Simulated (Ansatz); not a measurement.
# C2H4FO: the cost of one run

Program: Ansatz 0.2.0. Level of theory: the levels named in each step. These are calculated values, not measurements.

**1. Starting point**

Bond lengths: O1–C2 1.304 Å, C2–C3 1.544 Å, C3–F4 1.368 Å, C2–H5 1.118 Å, C2–H6 1.122 Å, C3–H7 1.093 Å, C3–H8 1.095 Å. Angles: O1–C2–C3 115.7°, O1–C2–H5 111.2°, O1–C2–H6 111.1°, C3–C2–H5 108.1°, C3–C2–H6 108.0°, H5–C2–H6 101.8°, C2–C3–F4 109.6°, C2–C3–H7 110.7°, C2–C3–H8 110.7°, F4–C3–H7 108.1°, F4–C3–H8 107.6°, H7–C3–H8 110.1°.

Structure file:

```xyz
8

O    -1.5788    0.9193   -0.3890
C    -0.8016   -0.0813   -0.0795
C     0.7020    0.2484    0.0354
F     1.3964   -0.8861    0.3566
H    -1.1249   -0.5633    0.8764
H    -0.9162   -0.9233   -0.8118
H     0.8768    0.9869    0.8219
H     1.0922    0.6154   -0.9201
```

**2. A rough first relaxation, PBE-D4/def2-SVP**

This run stands in another session on the same molecule. It ended at:

```xyz
8

O    -1.5864    0.9395   -0.3950
C    -0.7800   -0.0833   -0.0775
C     0.7145    0.2388    0.0372
F     1.4125   -0.9118    0.3661
H    -1.1441   -0.5816    0.8727
H    -0.9375   -0.9377   -0.8049
H     0.8764    1.0116    0.8220
H     1.0906    0.6405   -0.9306
```

**3. Relaxation, r2SCAN-D4/def2-TZVPP**

The input, input.yaml:

```yaml
crystal:
  periodic: [false, false, false]
  atoms:
    - { symbol: O, position_ang: [-1.58636613, 0.93949011, -0.39501946] }
    - { symbol: C, position_ang: [-0.77997746, -0.08332749, -0.07754937] }
    - { symbol: C, position_ang: [0.71453198, 0.23882281, 0.03718144] }
    - { symbol: F, position_ang: [1.41248973, -0.91183116, 0.36612506] }
    - { symbol: H, position_ang: [-1.14410498, -0.58160554, 0.8726706] }
    - { symbol: H, position_ang: [-0.93753282, -0.93769289, -0.80488661] }
    - { symbol: H, position_ang: [0.87635901, 1.01161917, 0.82203078] }
    - { symbol: H, position_ang: [1.09058067, 0.64053499, -0.93058243] }
magnetization:
  spin_polarized: true
  initial_magnetization: 1
basis:
  gaussian: { orbitals: def2-TZVPP }
hamiltonian:
  xc: r2scan
  dispersion: d4
relax:
  f_tol: 0.002
  max_steps: 150
```

Command:

```sh
> ansatz run input.yaml --threads 4 --pin off --max-ram 10240MiB --backend cpu --events-out ev --progress --plain --runs-dir out
```

What time and memory should one allow on 4 threads of Intel Xeon at 2.50GHz (Skylake/Cascade Lake), shared host?

About 1.8 min, with a peak of 0.45 GiB.
